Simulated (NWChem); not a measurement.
Species: methyl formate (C₂H₄O₂); SMILES COC=O

```xyz
8

C     -0.5094    -1.3186     0.0026
O      0.6764    -0.5380     0.0014
C      0.5040     0.7806     0.0002
O     -0.5523     1.3438    -0.0002
H     -1.1154    -1.1114    -0.8919
H     -0.1891    -2.3667     0.0086
H     -1.1198    -1.1023     0.8919
H      1.4961     1.2788    -0.0003
```
Atoms are numbered in this order, from 1.

Results from NWChem. Pople sets run with spherical d functions. The geometry was optimised at PBE0/def2-SVP. Vzz is the largest principal value of the second derivative of the potential at the nucleus (NWChem prints the opposite sign); η is the asymmetry. Non-relativistic.

```
level           Vzz O2 (a.u.)  η O2  Vzz O4 (a.u.)  η O4  relative time
--------------  -------------  ----  -------------  ----  -------------
PBE0/def2-TZVP          1.576  0.33         -1.539  0.32              5
PBE0/def2-SVP           1.575  0.34         -1.552  0.22              1
B3LYP/6-31G*            1.523  0.36         -1.542  0.18              1
B3LYP/cc-pVTZ           1.591  0.33         -1.565  0.33              6
```

Times are rough ratios from one shared machine.
